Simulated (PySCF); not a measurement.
Computed χzz against gas-phase spectroscopy

Values to reproduce (atoms as numbered below): 11B at B1: χzz = 1.6619 MHz [1].
[1] measured, gas; W. C. Bailey, Calculation of NQCC in Gaseous State Molecules (compilation of microwave values)

CH₃BO.
Structure used (PBE0-D3(BJ)/def2-SVP), in Å, numbered top down from 1:
```
atom  x, y, z in Å
B1    -0.540    0.006   -0.018
C2     0.978   -0.007    0.009
O3     2.109   -0.019    0.032
H4    -0.840   -0.902   -0.776
H5    -0.866   -0.191    1.142
H6    -0.834    1.116   -0.433
```

Problem. How do the computed couplings compare?

Solution. PySCF, non-relativistic, all at one geometry, with Q(11B) = 0.04059 b:

```csv
level,functions,11B B1 (MHz),computed/reference − 1 (%)
B3LYP/pcJ-0,48,1.709,+2.8
B3LYP/6-31G*,48,1.482,-10.8
B3LYP/pcJ-1,111,1.490,-10.3
B3LYP/def2-TZVP,111,1.483,-10.8
B3LYP/cc-pVTZ,132,1.532,-7.8
B3LYP/aug-cc-pVTZ-J,198,1.545,-7.1
B3LYP/pcJ-2,225,1.467,-11.7
B97-2/pcJ-1,111,1.434,-13.7
BHandHLYP/pcJ-1,111,1.633,-1.8
CAM-B3LYP/pcJ-1,111,1.587,-4.5
HF/pcJ-1,111,1.724,+3.8
KT2/pcJ-1,111,1.370,-17.6
LDA/pcJ-1,111,1.259,-24.2
PBE/pcJ-1,111,1.305,-21.5
PBE0/pcSseg-1,66,1.499,-9.8
PBE0/pcJ-1,111,1.446,-13.0
```

Closest here is BHandHLYP/pcJ-1 (1.8 % unsigned error), furthest LDA/pcJ-1 (24.2 %); one molecule doesn't rank methods. Computed values are for fixed nuclei, while measured ones can include vibrational averaging.
